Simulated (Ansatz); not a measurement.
**C₂HClF₂O: up Jacob's ladder to CCSD(T)**

An exercise on one series of results from a longer session: the logs are not shown, and one member is left open.

Computed with Ansatz 0.2.0, Gaussian basis. Level: functionals in def2-TZVPP, the program's frozen cores in correlated methods.

The runs, in order: LDA (SPW92), PBE-D4, revPBE-D4, BLYP-D4, r2SCAN-D4, B97M-V, PBE0-D4, B3LYP-D4, r2SCANh-D4, r2SCAN0-D4, HSE06-D4, BHLYP-D4, CAM-B3LYP-D4, LC-ωPBE, ωB97X-V, ωB97M-V, B2PLYP, PBE-QIDH; CCSD(T)/def2-SVP; CCSD(T)/def2-TZVPP; MP2/def2-QZVPP; extrapolation to the limit; RPA on PBE.

## Structure used throughout

The geometry comes from an earlier relaxation with PBE0-D4 in a triple-zeta def2 set; it is a stationary point, not always the lowest conformer.

SMILES `O=CC(F)(F)Cl`, 7 atoms, charge 0, spin multiplicity 1.

Atoms are counted from 1 here; the program's logs count them from 0.

Bond lengths: O1–C2 1.189 Å, C2–C3 1.535 Å, C2–H7 1.106 Å, C3–F4 1.322 Å, C3–F5 1.340 Å, C3–Cl6 1.771 Å. Angles: O1–C2–C3 122.6°, O1–C2–H7 124.4°, C3–C2–H7 113.0°, C2–C3–F4 112.2°, C2–C3–F5 109.3°, C2–C3–Cl6 107.3°, F4–C3–F5 108.7°, F4–C3–Cl6 110.2°, F5–C3–Cl6 109.1°.

The first run:

Contents of in.yaml:

```yaml
crystal:
  periodic: [false, false, false]
  atoms:
    - {symbol: O, position_ang: [0.255196, -1.825952, 0.434386]}
    - {symbol: C, position_ang: [0.588309, -0.700454, 0.245779]}
    - {symbol: C, position_ang: [-0.382708, 0.374517, -0.262399]}
    - {symbol: F, position_ang: [-1.531244, -0.140799, -0.665176]}
    - {symbol: F, position_ang: [0.177532, 1.027794, -1.289023]}
    - {symbol: Cl, position_ang: [-0.655258, 1.509619, 1.069166]}
    - {symbol: H, position_ang: [1.609473, -0.312725, 0.421567]}
basis:
  gaussian: {orbitals: def2-TZVPP}
hamiltonian: {xc: lda}
output: {orbitals: {seedname: orbitals}}
```

Started as:

```sh
$ ansatz run in.yaml --threads 4 --pin off --events-out ev --progress --plain --max-ram 10444MiB
```

Among the steps run: LDA; PBE-D4 (GGA); revPBE-D4 (GGA); BLYP-D4 (GGA); r2SCAN-D4 (meta-GGA); B97M-V (meta-GGA); PBE0-D4 (hybrid); B3LYP-D4 (hybrid); r2SCANh-D4 (hybrid); r2SCAN0-D4 (hybrid); HSE06-D4 (hybrid); BHLYP-D4 (hybrid); CAM-B3LYP-D4 (range-separated); LC-ωPBE (range-separated); ωB97X-V (range-separated); ωB97M-V (range-separated); B2PLYP (double hybrid); PBE-QIDH (double hybrid).

One of the session's tables, all rows but one given; the rest of the session is left out.

It belongs to the step «Orbital energies across the functionals». 

| functional | HOMO (eV) | LUMO (eV) | gap (eV) |
| --- | --- | --- | --- |
| LDA (SPW92) | ? | ? | ? |
| PBE-D4 | -6.94 | -3.21 | 3.73 |
| revPBE-D4 | -6.86 | -3.09 | 3.77 |
| BLYP-D4 | -6.88 | -3.08 | 3.80 |
| r2SCAN-D4 | -7.31 | -3.04 | 4.27 |
| B97M-V | -7.46 | -2.88 | 4.57 |
| PBE0-D4 | -8.60 | -2.07 | 6.54 |
| B3LYP-D4 | -8.38 | -2.35 | 6.04 |
| r2SCANh-D4 | -7.93 | -2.61 | 5.31 |
| r2SCAN0-D4 | -8.86 | -1.98 | 6.88 |
| HSE06-D4 | -8.19 | -2.46 | 5.74 |
| BHLYP-D4 | -10.24 | -0.81 | 9.44 |
| CAM-B3LYP-D4 | -10.11 | -0.85 | 9.27 |
| LC-ωPBE | -11.38 | 0.44 | 11.82 |
| ωB97X-V | -11.07 | 0.37 | 11.44 |
| ωB97M-V | -10.99 | 0.30 | 11.29 |

**Question.** Estimate the row for LDA (SPW92).

The run gave: HOMO (eV): -7.11; LUMO (eV): -3.52; gap (eV): 3.59. In the column «HOMO (eV)» it lies between r2SCAN-D4 (-7.31) and PBE-D4 (-6.94).
